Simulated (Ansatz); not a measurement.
# Diamond-structure Si

These are LDA in Ansatz (plane waves, PAW) values and carry that method's errors.

Settings: plane-wave cutoff 500 eV, 6×8×1 k mesh (along the axes of the cell as run), gaussian smearing 0.02 eV, scalar-relativistic PAW data made under PBE.

Cell: relaxed at this level.

| Item | Value |
|---|---|
| surface energy of the (110) face | 1.94 J/m² |

The slab of 16 atoms is relaxed and unreconstructed.

Static lattice: no zero-point or thermal effects.

Ansatz is a quantum-chemistry and plane-wave program.
